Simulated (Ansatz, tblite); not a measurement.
# Si(OH)H3 (SiH4O): one state, many levels

The task here is to estimate one member of a computed series from the others.

The runs use Ansatz 0.2.0, Gaussian basis; as each input shows.

The runs, in order: GFN1-xTB, GFN2-xTB, PBE-D4/def2-TZVP, r2SCAN-D4/def2-TZVP, B97M-V/def2-TZVP, HSE06-D4/def2-TZVP, PBE-QIDH/def2-TZVP, LC-ωPBE/def2-TZVP, CAM-B3LYP-D4/def2-TZVP, revPBE-D4/def2-TZVP, B3LYP-D4/def2-TZVP, PBE-D4/def2-SVP, PBE0-D4/def2-SVP, HF/6-31G, B3LYP-D4/6-31G, PBE0-D4/def2-TZVPD, PBE-D4/def2-TZVPD, r2SCAN-D4/def2-TZVPD, CCSD(T)/def2-TZVPP, MP2/def2-TZVP, RPA/def2-TZVP, CCSD(T)/def2-TZVPD.

## The geometry

The geometry is that of the singlet, from an earlier relaxation (r2SCAN-D4/def2-TZVP).

6 atoms, charge 0, spin multiplicity 1.

Bond lengths: Si1–O2 1.649 Å, Si1–H4 1.488 Å, Si1–H5 1.488 Å, Si1–H6 1.479 Å, O2–H3 0.960 Å. Angles: O2–Si1–H4 111.8°, O2–Si1–H5 111.8°, O2–Si1–H6 105.8°, H4–Si1–H5 107.8°, H4–Si1–H6 109.8°, H5–Si1–H6 109.8°, Si1–O2–H3 117.6°.

PBE0-D4/def2-TZVP was run before; its log isn't repeated, and its numbers join the tables.

Set-up of the first run:

Tight binding, by tblite at 300 K electronic temperature and without a spin-polarisation term:

```python
tblite.interface.Calculator('GFN1-xTB', numbers, positions, charge=0, uhf=0).singlepoint()
```

Tight binding, by tblite at 300 K electronic temperature and without a spin-polarisation term:

```python
tblite.interface.Calculator('GFN2-xTB', numbers, positions, charge=0, uhf=0).singlepoint()
```

start.molden holds the orbitals of an earlier run on this state, given as this run's starting guess.

The input, in.yaml:

```yaml
crystal:
  periodic: [false, false, false]
  atoms:
    - {symbol: Si, position_ang: [-0.064159, -0.121033, -0.370819]}
    - {symbol: O, position_ang: [-0.064073, -0.093911, 1.278416]}
    - {symbol: H, position_ang: [0.350947, 0.656126, 1.711279]}
    - {symbol: H, position_ang: [1.317523, -0.127947, -0.922961]}
    - {symbol: H, position_ang: [-0.776957, 1.053600, -0.941911]}
    - {symbol: H, position_ang: [-0.763270, -1.366835, -0.753993]}
basis:
  gaussian: {orbitals: def2-TZVP, initial_orbitals: start.molden}
hamiltonian: {xc: pbe, dispersion: d4}
scf: {omitted_lower_state_checks: [starts]}
output: {orbitals: {seedname: orbitals}}
```

The run is started by

```bash
$ ansatz run in.yaml --threads 4 --pin off --events-out ev --progress --plain --max-ram 3916MiB
```

Among the steps run: PBE-D4/def2-TZVP; r2SCAN-D4/def2-TZVP; B97M-V/def2-TZVP; HSE06-D4/def2-TZVP; PBE-QIDH/def2-TZVP; LC-ωPBE/def2-TZVP; CAM-B3LYP-D4/def2-TZVP; revPBE-D4/def2-TZVP; B3LYP-D4/def2-TZVP; PBE-D4/def2-SVP; PBE0-D4/def2-SVP; HF/6-31G; B3LYP-D4/6-31G; PBE0-D4/def2-TZVPD; PBE-D4/def2-TZVPD; r2SCAN-D4/def2-TZVPD; CCSD(T)/def2-TZVPP; MP2/def2-TZVP; RPA/def2-TZVP; CCSD(T)/def2-TZVPD.

One table of the session follows, with a row left open; its other results are not shown here.

```
                 level  HOMO (eV)  LUMO (eV)  gap (eV)
              HF/6-31G     -12.32       3.41     15.73
       PBE-D4/def2-SVP      -6.93      -0.25      6.68
      PBE-D4/def2-TZVP      -7.21      -0.84      6.37
     PBE-D4/def2-TZVPD      -7.27      -1.11      6.17
   revPBE-D4/def2-TZVP      -7.17      -0.74      6.43
   r2SCAN-D4/def2-TZVP          ?          ?         ?
  r2SCAN-D4/def2-TZVPD      -7.62      -0.52      7.10
      B97M-V/def2-TZVP      -7.70      -0.65      7.05
        B3LYP-D4/6-31G      -8.11       0.12      8.23
    B3LYP-D4/def2-TZVP      -8.52      -0.25      8.27
      PBE0-D4/def2-SVP      -8.55       0.67      9.21
     PBE0-D4/def2-TZVP      -8.73       0.04      8.77
    PBE0-D4/def2-TZVPD      -8.77      -0.33      8.45
    HSE06-D4/def2-TZVP      -8.32      -0.34      7.99
CAM-B3LYP-D4/def2-TZVP     -10.19       0.92     11.12
     LC-ωPBE/def2-TZVP     -11.55       2.19     13.74
```

**Question.** Estimate the row for r2SCAN-D4/def2-TZVP.

**Answer.** HOMO (eV): -7.58; LUMO (eV): -0.29; gap (eV): 7.29. In the column «HOMO (eV)» it lies between r2SCAN-D4/def2-TZVPD (-7.62) and PBE-D4/def2-TZVPD (-7.27).
